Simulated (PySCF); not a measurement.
Job file and geometry (Å, from GFN2-xTB, dihedral held) of a spin–spin coupling run on `COC(C)=C=O`, C₄H₆O₂, B3LYP/pcJ-1 indirect spin-spin coupling, non-relativistic, gas phase (PySCF); density fitting, a coarse starting grid and PySCF grid level 2 are the driver's defaults:

```
{"job": {"kind": "j", "xc": "B3LYP", "basis": "pcJ-1"}, "charge": 0, "multiplicity": 1}
C      1.710226    -0.598262    -0.676870
O      0.358258    -0.868361    -0.402652
C     -0.386328     0.221191     0.032019
C     -1.846799     0.174234    -0.338519
C      0.084223     1.220821     0.721525
O      0.442678     2.178589     1.297220
H      2.126496    -1.521623    -1.075373
H      1.816337     0.203275    -1.415910
H      2.255203    -0.315794     0.231564
H     -1.946247     0.171265    -1.422827
H     -2.371182     1.032437     0.070709
H     -2.290653    -0.740315     0.050857
```

Question: What does the program print?

Answer: 
```
coarse grid: 10240 points
cycle   1  E = -306.2322778186  dE =  8.721e-01  |g| = 8.488e-01  |ddm| = 2.941e+00
cycle   2  E = -305.8070251442  dE =  4.253e-01  |g| = 1.757e+00  |ddm| = 1.871e+00
cycle   3  E = -306.3465072712  dE = -5.395e-01  |g| = 2.656e-01  |ddm| = 1.328e+00
cycle   4  E = -306.3588433940  dE = -1.234e-02  |g| = 1.297e-01  |ddm| = 2.833e-01
cycle   5  E = -306.3620745546  dE = -3.231e-03  |g| = 2.926e-02  |ddm| = 1.086e-01
cycle   6  E = -306.3622565347  dE = -1.820e-04  |g| = 6.082e-03  |ddm| = 2.479e-02
cycle   7  E = -306.3622632205  dE = -6.686e-06  |g| = 1.866e-03  |ddm| = 4.226e-03
final grid: 99480 points
cycle   8  E = -306.4311686138  dE = -1.396e-04  |g| = 9.696e-03  |ddm| = 1.751e-02
cycle   9  E = -306.4311268093  dE =  4.180e-05  |g| = 1.734e-02  |ddm| = 1.559e-02
cycle  10  E = -306.4311834586  dE = -5.665e-05  |g| = 3.669e-03  |ddm| = 1.206e-02
cycle  11  E = -306.4311858683  dE = -2.410e-06  |g| = 7.689e-04  |ddm| = 2.488e-03
cycle  12  E = -306.4311859453  dE = -7.697e-08  |g| = 3.572e-04  |ddm| = 6.919e-04
cycle  13  E = -306.4311859699  dE = -2.463e-08  |g| = 4.122e-05  |ddm| = 2.828e-04
cycle  14  E = -306.4311859703  dE = -3.621e-10  |g| = 1.921e-05  |ddm| = 4.735e-05
converged SCF energy = -306.4311859703

Indirect spin-spin couplings (Hz)
  i      j    bonds     total        FC       PSO       DSO        SD
  0 C    1 O    1     23.075    23.790    -0.606    -0.109         -
  0 C    2 C    2     -3.394    -3.086    -0.282    -0.026         -
  0 C    3 C    3      2.329     2.345     0.075    -0.091         -
  0 C    4 C    3      3.145     3.071     0.029     0.045         -
  0 C    5 O    4     -0.257    -0.133    -0.145     0.021         -
  0 C    6 H    1    149.693   148.784     0.183     0.726         -
  0 C    7 H    1    145.935   144.999     0.152     0.784         -
  0 C    8 H    1    144.697   143.680     0.225     0.791         -
  0 C    9 H    4     -0.541    -0.522     0.197    -0.216         -
  0 C   10 H    4      0.691     0.697     0.371    -0.377         -
  0 C   11 H    4     -0.423    -0.407     0.349    -0.365         -
  1 O    2 C    1     27.273    28.220    -0.791    -0.156         -
  1 O    3 C    2    -10.663   -10.534    -0.127    -0.002         -
  1 O    4 C    2      0.532     1.644    -1.119     0.006         -
  1 O    6 H    2    -14.569   -13.955    -0.685     0.071         -
  1 O    7 H    2     -2.375    -1.907    -0.618     0.149         -
  1 O    8 H    2     -2.915    -2.463    -0.594     0.143         -
  1 O    9 H    3     -1.518    -1.417    -0.092    -0.009         -
  1 O   10 H    3    -10.615   -10.504    -0.362     0.251         -
  1 O   11 H    3      0.307     0.554    -0.209    -0.039         -
  2 C    3 C    1     56.481    57.085    -0.861     0.257         -
  2 C    4 C    1    144.899   151.199    -6.643     0.342         -
  2 C    5 O    2      9.458     3.206     6.162     0.090         -
  2 C    6 H    3     15.246    15.284     0.526    -0.564         -
  2 C    7 H    3      2.207     2.176    -0.028     0.059         -
  2 C    8 H    3      2.548     2.547     0.041    -0.040         -
  2 C    9 H    2     -9.209    -9.185    -0.051     0.026         -
  2 C   10 H    2      0.527     0.591    -0.051    -0.013         -
  2 C   11 H    2    -10.319   -10.308    -0.032     0.021         -
  3 C    4 C    2      9.698     9.125     0.562     0.011         -
  3 C    5 O    3     -1.185    -0.370    -0.858     0.044         -
  3 C    8 H    4     -0.440    -0.424     0.333    -0.349         -
  3 C    9 H    1    140.037   138.450     0.925     0.662         -
  3 C   10 H    1    132.753   131.105     0.990     0.658         -
  3 C   11 H    1    140.893   139.318     0.916     0.658         -
  4 C    5 O    1     33.968     9.894    24.120    -0.045         -
  4 C    6 H    4     -0.438    -0.323     0.215    -0.330         -
  4 C    7 H    4      0.428     0.330    -0.092     0.191         -
  4 C    8 H    4      0.528     0.268    -0.123     0.383         -
  4 C    9 H    3      3.586     3.676     0.173    -0.262         -
  4 C   10 H    3      2.244     2.174    -0.191     0.261         -
  4 C   11 H    3      3.068     3.175     0.170    -0.277         -
  5 O    8 H    5     -0.699    -0.407    -0.269    -0.022         -
  5 O    9 H    4     -0.808    -0.942    -0.061     0.195         -
  5 O   10 H    4     -0.152    -0.088    -0.113     0.048         -
  5 O   11 H    4     -0.762    -0.914    -0.054     0.206         -
  6 H    7 H    2    -12.117   -12.087     2.592    -2.622         -
  6 H    8 H    2    -12.000   -11.981     2.553    -2.572         -
  7 H    8 H    2     -8.613    -8.641     2.372    -2.343         -
  7 H   10 H    5     -0.186    -0.107     0.868    -0.948         -
  7 H   11 H    5     -0.183    -0.081     1.181    -1.283         -
  8 H    9 H    5     -0.351    -0.247     1.235    -1.340         -
  8 H   11 H    5      0.182     0.278     1.106    -1.202         -
  9 H   10 H    2    -14.363   -14.434     2.763    -2.692         -
  9 H   11 H    2    -11.866   -11.985     2.712    -2.592         -
 10 H   11 H    2    -14.900   -14.977     2.774    -2.697         -
```

The geometry is no minimum: GFN2-xTB, dihedral held.

Size and cost of the density-fitted run: 222 basis functions, 22 s wall time on 1 thread of an x86-64 server CPU, shared host.
